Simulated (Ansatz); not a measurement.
bcc Nb was calculated with r²SCAN-D4 in Ansatz (PAW).

Settings: plane-wave cutoff 560 eV, 24×24×24 k mesh, Fermi–Dirac smearing 0.05 eV, no spin polarisation, scalar-relativistic PAW data made under PBE.

Energies at three volumes about the minimum:

```
V (Å³/atom)  E − E_lowest (meV/atom)
-----------  -----------------------
17.573                          4.05
17.932                          0.00
18.291                          3.78
```

Task: Fit a parabola by hand: where is the minimum, what lattice constant follows, and what is the bulk modulus?

Result: Slopes: (0.00 − 4.05)/(17.932 − 17.573) = -11.281 and (3.78 − 0.00)/(18.291 − 17.932) = 10.529 meV/Å³. Curvature E″ = 2 × (10.529 − (-11.281))/(18.291 − 17.573) = 60.752 meV/Å⁶. From the middle of the first interval, the slope vanishes at V0 = 17.7525 − (-11.281)/60.752 = 17.938 Å³/atom. B = V0 E″ = 17.938 × 60.752 meV/Å³ × 0.1602 GPa per meV/Å³ = 175 GPa. With 2 atoms in the cube, a = (2 × 17.938)^(1/3) = 3.298 Å. The full Birch–Murnaghan fit to all volumes gives V0 = 17.932 Å³/atom and B0 = 175 GPa.

Measured, for comparison: bulk modulus 173 GPa (0 K value with the zero-point phonon effect removed; as tabulated in Mejia-Rodriguez and Trickey (2018), arXiv:1807.09216); lattice constant a 3.294 Å (static lattice: zero-point anharmonic expansion removed; as tabulated in Mejia-Rodriguez and Trickey (2018), arXiv:1807.09216). Computed (rounded) less measured: bulk modulus +1 %.

Ansatz is a program for electronic structure.
